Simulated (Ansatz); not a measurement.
Elastic constant C33 (GPa) of solids drawn from the class of elemental solids other than molecular ones, at two levels: LDA (PAW; Ansatz, a quantum-chemistry and plane-wave program), and PBEsol (Ansatz, PAW).

| solid | LDA | PBEsol | shift (%) |
|---|---|---|---|
| hcp Be | 408 | 388 | -4.9 |
| hcp Hf | 214 | 208 | -2.8 |
| hcp Mg | 75.8 | 72.2 | -4.7 |
| hcp Re | 727 | 709 | -2.5 |
| hcp Sc | 112 | 105 | -6.2 |
| double-hcp La | 71.1 | 62.6 | -12.0 |
| hcp Tl | 63.6 | 55.5 | -12.7 |
| hcp Ru | 743 | 710 | -4.4 |

The shifts run from -12.7 % to -2.5 %, with a median of -4.8 %.

Over all 8 rows PBEsol is the larger in 0.

Ansatz's runs of these crystals have no spin polarisation.

Spin–orbit coupling is left out, also for the solids with elements from indium on (hcp Hf, hcp Re, double-hcp La, hcp Tl); its size isn't shown.

Each level is taken at its own relaxed cell. Ansatz's density-functional and Hartree–Fock values are scalar-relativistic unless marked +SOC, with PAW data made under PBE.
